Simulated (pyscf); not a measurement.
Single points on ωB97X-D3(BJ)/def2-SVP structures (PySCF, gas phase).

Task: For H₃C–CH(F)–F + H• -> H₃C–CH•–F + HF, an atom transfer (doublet surface; C–F broken, F–H formed), PBE/def2-TZVP gives ΔE‡ = 22.3 kcal/mol and ΔE = -14.0 kcal/mol (zero: the separated reactants). In which direction and how far do r²SCAN/def2-TZVP, PBE0-D3(BJ)/def2-TZVP, ωB97M-D3(BJ)/def2-TZVP move these?

Result: r²SCAN: ΔE‡ = 24.0 kcal/mol, ΔE = -16.0 kcal/mol; PBE0-D3(BJ): ΔE‡ = 30.6 kcal/mol, ΔE = -14.1 kcal/mol; ωB97M-D3(BJ): ΔE‡ = 34.3 kcal/mol, ΔE = -14.0 kcal/mol. PBE's barrier lies under all of them, by 1.7 to 12.0 kcal/mol. Its reaction energy matches one of them and lies within 2.0 kcal/mol of the others. On the product side the descent ends in a complex (not fully relaxed), 4.5 kcal/mol under the separated species and 54.7 kcal/mol under the saddle at ωB97X-D3(BJ)/def2-TZVP. At ωB97X-D3(BJ) the barrier from the zero used here is 36.8 kcal/mol. One saddle was located; it need not be the lowest between these sides. The angle at the transferred F is 177°.
